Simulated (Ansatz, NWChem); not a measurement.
# C2H2O (ethenone): from total energies to a heat of formation

The species is C2H2O (5 atoms), meant as a singlet with charge 0. SMILES: `C=C=O`. Geometry: relaxed at PBE0-D4/def2-TZVP.

Total energies at PBE0/aug-cc-pVDZ (NWChem 7.3.0); the atoms run unrestricted:

```tsv
species	state	energy (Eh)
C2H2O	singlet	-152.446533
C	triplet	-37.800771
O	triplet	-75.000224
H	doublet	-0.500651
```

Harmonic wavenumbers at PBE0-D4/def2-TZVP, in cm⁻¹: 443, 559, 594, 984, 1181, 1408, 2254, 3204, 3303.

Measured heats of formation of the gaseous atoms at 298.15 K, in kJ/mol: C 716.9, O 249.2, H 218.0. Spin-orbit lowering of the atoms at 298 K (mean of the ground term's levels less their thermal mean, from spectra), in kJ/mol: C 0.02, O 0.40. Take 1 Eh = 2625.50 kJ/mol, 1 cm⁻¹ = 0.0119627 kJ/mol, RT = 2.479 kJ/mol.

Q: Work out the heat of formation of the gas at 298 K.

A: 
1. Electronic atomisation energy: 2 × (-37.800771) + (-75.000224) + 2 × (-0.500651) − (-152.446533) = 0.843465 Eh = 2214.5 kJ/mol.
2. Zero-point energy: half the sum of the wavenumbers, 6965 cm⁻¹ = 83.3 kJ/mol.
3. Thermal vibrational enthalpy, Σ hcν̃/(exp(hcν̃/kT) − 1): 1.8 kJ/mol. Translation, rotation and pV of a non-linear molecule: 4 RT = 9.9 kJ/mol.
4. The 5 free atoms carry 5/2 RT each: 31.0 kJ/mol.
5. Spin-orbit coupling lowers the free atoms by 2 × 0.02 + 0.40 = 0.4 kJ/mol.
6. Atomisation enthalpy at 298 K: 2214.5 − 0.4 − 83.3 − 1.8 − 9.9 + 31.0 = 2150.1 kJ/mol.
7. Sum of the atoms' heats of formation: 2119.0 kJ/mol. Heat of formation: 2119.0 − 2150.1 = -31.1 kJ/mol.

The tabulated value is -48.6 kJ/mol (Active Thermochemical Tables), so this level is off by +17.5 kJ/mol, or 0.8 % of the atomisation enthalpy. Anharmonicity and any spin-orbit splitting of the molecule are left out.
